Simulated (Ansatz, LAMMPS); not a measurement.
Elastic constant C66 of wurtzite ZnO: levels of theory against measurement

Reference value: 44.6 GPa (measured, temperature not stated, no zero-point or thermal correction; as tabulated in Oses et al. (2018), arXiv:1811.08464).

Question: Put these levels in order of the elastic constant C66 that they give for wurtzite ZnO, smallest first: BLYP (Ansatz, a program for electronic structure), LDA (Ansatz), ionic model pedone2006 (rigid ions, LAMMPS).

Answer: ionic model pedone2006 (36.5 GPa), LDA (41.1 GPa), BLYP (44.5 GPa)

Unless a cell is named, each level is at its own relaxed cell (ionic model pedone2006 11.63, LDA 11.33, BLYP 12.73 Å³/atom).

Differences against the reference: ionic model pedone2006 -18.2 %, LDA -7.8 %, BLYP -0.2 %.

The measured value isn't corrected to a static lattice, so vibrations enter the comparison.  Each level is taken at its own relaxed cell. Ansatz's density-functional and Hartree–Fock values are scalar-relativistic unless marked +SOC, with PAW data made under PBE.

Empirical potentials (ionic model pedone2006) are fitted to chosen data: where that held the value shown, agreement is built in, and what lay outside the fit can be far off.

Differences are worked out from the printed values.
